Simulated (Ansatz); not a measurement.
in.yaml

```yaml
crystal:
  periodic: [false, false, false]
  atoms:
    - {symbol: Ge, position_ang: [0.000000, 0.000000, 2.061200]}
    - {symbol: Si, position_ang: [0.000000, 0.000000, -0.273700]}
    - {symbol: O, position_ang: [0.000000, 0.000000, -1.787500]}
basis:
  gaussian: {orbitals: cc-pVDZ}
total_charge: 1
magnetization: {spin_polarized: false, initial_magnetization: 1}
correlation: {method: fic_mrcisd_q, electrons: outside_noble_gas, active_space: {window: {electrons: 11, orbitals: 11}, shells: [{species: Ge, l: s, shell: 4}, {species: Ge, l: p, shell: 4}, {species: O, l: p, shell: 2}, {species: Si, l: s, shell: 3}, {species: Si, l: p, shell: 3}]}}
```

```sh
$ ansatz run in.yaml --threads 1 --pin off --events-out ev --progress --plain --max-ram 2393MiB
```

(1) Roughly how long does this take on 1 thread of Arm Neoverse V1, shared host, and how much host memory?

```
1086 factors; integrals over basis functions are off by at most 1.8e-7 eV
mean field evaluation 1: about -66347.2630 eV, gradient 7.7e1 eV
mean field evaluation 2: about -66347.2683 eV, gradient 7.7e1 eV
mean field evaluation 4: about -66360.4765 eV, gradient 2.0e1 eV
mean field evaluation 8: about -66362.8377 eV, gradient 2.8e-1 eV
mean field evaluation 16: about -66360.1993 eV, gradient 2.5e-1 eV
mean field evaluation 32: about -66362.8375 eV, gradient 1.3e-2 eV
mean field evaluation 64: about -66360.1215 eV, gradient 3.1e0 eV
mean field evaluation 96: about -66361.3055 eV, gradient 7.7e-1 eV
mean field -66362.83746989 eV, -2438.7892946714 hartree, gradient 3.0e-6 eV, S^2 0.750000; 7 other end points of the search recorded, 0 dependent functions left out
reference -66362.83746989 eV, -2438.7892946714 hartree; 27, 26 occupied and 32, 33 virtual orbitals, 1086 factors
state -66367.24377914 eV, -2438.9512235497 hartree
contracted CI cycle   1: correlation 0.00000000 eV, 0.0000000000 hartree, residual 2.21e1 eV
contracted CI cycle   2: correlation -4.80191679 eV, -0.1764671870 hartree, residual 3.97e0 eV
contracted CI cycle   3: correlation -4.99642127 eV, -0.1836150951 hartree, residual 1.09e0 eV
contracted CI cycle   4: correlation -5.01044667 eV, -0.1841305190 hartree, residual 3.38e-1 eV
contracted CI cycle   5: correlation -5.01177714 eV, -0.1841794127 hartree, residual 1.04e-1 eV
contracted CI cycle   6: correlation -5.01190354 eV, -0.1841840578 hartree, residual 3.36e-2 eV
contracted CI cycle   7: correlation -5.01191734 eV, -0.1841845649 hartree, residual 1.14e-2 eV
contracted CI cycle   8: correlation -5.01191905 eV, -0.1841846281 hartree, residual 4.13e-3 eV
contracted CI cycle   9: correlation -5.01191928 eV, -0.1841846362 hartree, residual 1.59e-3 eV
state -66367.24377914 eV, -2438.9512235497 hartree; corrected -66372.63998291 eV, -2439.1495303808 hartree
Total energy: -66372.63998291 eV, -2439.1495303808 hartree
Checks for a lower state left out: starts, orbital_swaps
```

Answers

(1) 44 s wall and 0.96 GiB.
